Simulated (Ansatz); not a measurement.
Relative stability

The two ends of one reaction step of C2H4N, doublet (PBE0-D4/def2-TZVP).

A:

C1  (-0.071, -0.527, 0.119)
C2  (0.961, -0.507, 0.931)
N3  (-0.711, 0.557, -0.482)
H4  (-0.549, -1.481, -0.098)
H5  (1.639, 0.184, 1.404)
H6  (-0.180, 1.415, -0.477)
H7  (-1.088, 0.359, -1.396)
(Å)

B:

C1  (0.848, -0.553, 0.759)
C2  (1.651, -1.078, 1.477)
N3  (-1.381, 0.903, -1.236)
H4  (0.129, -0.083, 0.115)
H5  (2.364, -1.544, 2.116)
H6  (-2.163, 1.511, -0.972)
H7  (-1.447, 0.844, -2.258)
(Å)

Program: Ansatz 0.2.0. Basis: def2-TZVPP. Cores are frozen in the correlated methods; orbitals are unrestricted. B3LYP uses VWN-RPA correlation.

(1) Which structure is lower at CCSD(T), and by how much? (An estimate is asked for; the value comes from the calculation.)

The T1 diagnostic stays at or below 0.033. ⟨S²⟩ of the unrestricted Hartree–Fock references: 0.76 to 0.92 (a pure state has 0.75). The unrestricted reference is spin-contaminated, which hurts MP2 most.

Results:

(1) By the calculation: A, by 23.29 kcal/mol (electronic energy, against the other). By their contacts, A is C₂H₄N ([CH][CH][NH2]) and B is a complex of C₂H₂ (C#C) + NH₂.

All methods give the same order:

| method | E(B) − E(A) (kcal/mol) |
| --- | --- |
| SPW92 | 45.28 |
| PBE-D4 | 33.51 |
| BLYP-D4 | 26.47 |
| r2SCAN-D4 | 32.16 |
| B97M-V | 28.83 |
| PBE0-D4 | 33.23 |
| B3LYP-D4 | 27.28 |
| r2SCAN0-D4 | 32.07 |
| BHLYP-D4 | 26.47 |
| CAM-B3LYP-D4 | 28.46 |
| wB97X-V | 28.88 |
| wB97M-V | 26.94 |
| B2PLYP | 24.40 |
| PBE-QIDH | 29.63 |
| RPA on PBE | 21.24 |
| HF | 19.60 |
| MP2 | 19.94 |
| CCSD | 22.99 |
| CCSD(T) | 23.29 |

Labels in which every atom is bracketed show which atoms are joined, not bond orders.

For scale, one of the runs: CCSD(T)/def2-TZVPP, 149 basis functions, launched by `ansatz run in.yaml --threads 2 --pin off --events-out ev --progress --plain --max-ram 4352MiB`. Hardware: 2 CPU threads of an Arm Neoverse V1, shared host. Wall time 57 s; peak host memory 2.3 GiB.
